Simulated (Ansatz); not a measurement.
A structure drawn as `Cl[Si](Cl)(Cl)Cl`, with this starting geometry:

Cartesian coordinates in Å:
```
Cl 1.905 -0.023 -0.701
Si 0.011 -0.018 -0.008
Cl -0.654 1.870 -0.061
Cl -1.197 -1.117 -1.129
Cl -0.066 -0.712 1.898
```

The species carries charge 0 and has multiplicity 1.

Q: Relax it with Ansatz at PBE-D4/def2-SVP and then PBE0-D4/def2-TZVP. Is the drawn bonding still there?

A: Yes, every drawn bond is still there and no new one forms.

Q: Give the relaxed structure. (Estimate.)

A: Ansatz gave: 
Z-matrix (Å, degrees):
```
Si
Cl 1 2.021
Cl 1 2.021 2 109.5
Cl 1 2.021 2 109.5 3 120.0
Cl 1 2.021 2 109.5 3 -120.0
```
All modes are real.

Atoms count as bonded under 1.1 times the sum of their covalent radii (H–H under 0.85 Å, pairs among N, O and F under 1.55 Å), and a drawn bond as lost past 1.3 times.
